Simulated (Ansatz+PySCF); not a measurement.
Results of a calculation; reference values are marked as such.
This PySCF input gave a total energy of -154.51074 hartree.

```python
from pyscf import gto, dft

mol = gto.M(atom="""
C 0.683040 0.745030 0.028310
C -0.625010 0.768150 -0.020860
C -0.639080 -0.815610 0.025140
C 0.642620 -0.775700 -0.042490
H 1.479390 1.551660 0.031790
H -1.448120 1.592190 -0.030460
H -1.427700 -1.574290 0.043400
H 1.424010 -1.549980 0.046980
""", basis='def2-svp', charge=0, spin=0)
mf = dft.UKS(mol, xc='wb97x')
mf.kernel()
print(mf.converged, mf.e_tot, mf.spin_square()[0])
```

(1) Write an input for Ansatz with the same method and basis set.

## Answers

(1)

```yaml
crystal:
  periodic: [false, false, false]
  atoms:
    - { symbol: C, position_ang: [0.68304, 0.74503, 0.02831] }
    - { symbol: C, position_ang: [-0.62501, 0.76815, -0.02086] }
    - { symbol: C, position_ang: [-0.63908, -0.81561, 0.02514] }
    - { symbol: C, position_ang: [0.64262, -0.7757, -0.04249] }
    - { symbol: H, position_ang: [1.47939, 1.55166, 0.03179] }
    - { symbol: H, position_ang: [-1.44812, 1.59219, -0.03046] }
    - { symbol: H, position_ang: [-1.4277, -1.57429, 0.0434] }
    - { symbol: H, position_ang: [1.42401, -1.54998, 0.04698] }
basis:
  gaussian: { orbitals: def2-SVP }
magnetization:
  spin_polarized: true
hamiltonian:
  xc: { name: wB97X }
scf:
  omitted_lower_state_checks: [stability, starts, atomic_configurations, cluster_reference, orbital_swaps, given_window_search, neighbouring_geometries, increment]
```

Ansatz (development build ahead of 0.2.0) gave -154.51075 hartree, 0.46 meV from the first.
